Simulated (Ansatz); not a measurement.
# BClH2: the cost of one run

Program: Ansatz 0.2.0. Level of theory: RKS PBE-D4/def2-SVP. These are calculated values, not measurements.

**1. The starting structure**

Bond lengths: B1–Cl4 1.860 Å.

Coordinates:

```xyz
4

B     0.0000    0.0000    0.0000
H     0.8690    0.0000    1.0849
H     1.3740    0.0000    0.2102
Cl   -1.6108    0.0000   -0.9300
```

**2. A restrained relaxation towards end A**

Springs on the bonds that form and break draw the guess towards this end; the thresholds are loose.

input.yaml

```yaml
crystal:
  periodic: [false, false, false]
  atoms:
    - { symbol: B, position_ang: [0.0, 0.0, 0.0] }
    - { symbol: H, position_ang: [0.869, 0.0, 1.0849] }
    - { symbol: H, position_ang: [1.374, 0.0, 0.2102] }
    - { symbol: Cl, position_ang: [-1.6108, 0.0, -0.93] }
basis:
  gaussian: { orbitals: def2-SVP }
hamiltonian:
  xc: pbe
  dispersion: d4
relax:
  f_tol: 0.15
  max_steps: 25
  restrain:
    - { distance: [1, 2], at: 1.86, k: 30.0 }
    - { distance: [0, 1], at: 1.19, k: 30.0 }
    - { distance: [0, 2], at: 1.19, k: 30.0 }
```

Run with:

```bash
ansatz run input.yaml --threads 1 --pin off --max-ram 2048MiB --backend cpu --events-out ev --progress --plain --runs-dir out
```

Q: Estimate wall time and peak memory on 1 thread of Arm Neoverse V1, shared host.

About 5.2 s, with a peak of 0.098 GiB.
